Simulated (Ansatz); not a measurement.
H3Si (SMILES [SiH3]) moved off its minimum; all values from Ansatz (an electronic-structure program), cores frozen in correlated methods. Open shells are unrestricted.
(charge 0, multiplicity 2)
```xyz
4

Si    -0.04061    -0.00290     0.13647
H     -0.59885     1.28770    -0.32577
H      1.43597    -0.09916    -0.35103
H     -0.78097    -1.14541    -0.27671
```

Forces at B3LYP/def2-TZVPP (eV/Å):

```tsv
atom	Fx	Fy	Fz
Si1	1.885	0.913	0.032
H2	-0.147	-0.039	-0.023
H3	-1.051	0.012	0.381
H4	-0.687	-0.886	-0.390
```

Task: Give the forces (eV/Å), the total energy and the dipole at CCSD(T)/aug-cc-pV(T+d)Z.

Result: 
```tsv
atom	Fx	Fy	Fz
Si1	1.899	0.920	-0.007
H2	-0.144	-0.043	-0.010
H3	-1.066	0.014	0.396
H4	-0.689	-0.891	-0.379
```
Energy -290.7877 hartree, dipole 0.23 D.
